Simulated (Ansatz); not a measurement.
Polycrystal shear modulus (GPa) of solids drawn from the class of silicides and borides, at two levels: LDA in Ansatz (PAW), and PBEsol (Ansatz, a quantum-chemistry and plane-wave program, PAW).

| solid | LDA | PBEsol |
|---|---|---|
| AlB2-type ZrB2 | 251 | 243 |
| AlB2-type MgB2 | 129 | 124 |
| antifluorite Mg2Si | 49.0 | ? |
| C11b MoSi2 | 194 | 191 |
| AlB2-type TiB2 | 282 | 271 |
| A15 Mo3Si | 143 | 140 |
| AlB2-type HfB2 | 265 | 255 |

Question: Estimate the withheld PBEsol value from the other rows.

Answer: One way: carry over the typical ratio. The ratios PBEsol / LDA of the other rows, in order: 0.961, 0.961, 0.962, 0.968, 0.979, 0.985; median 0.9650. Antifluorite Mg2Si: 49.0 × 0.9650 = 47.3 GPa; the run gives 46.7 GPa. The ratios spread from 0.961 to 0.985, so such an estimate is rough. Antifluorite Mg2Si lies outside that spread.

Over all 7 rows PBEsol is the larger in 0.

Ansatz's runs of these crystals have no spin polarisation.

Spin–orbit coupling is left out, also for the solids with elements from indium on (AlB2-type HfB2); its size isn't shown.

Each level is taken at its own relaxed cell. Ansatz's density-functional and Hartree–Fock values are scalar-relativistic unless marked +SOC, with PAW data made under PBE.
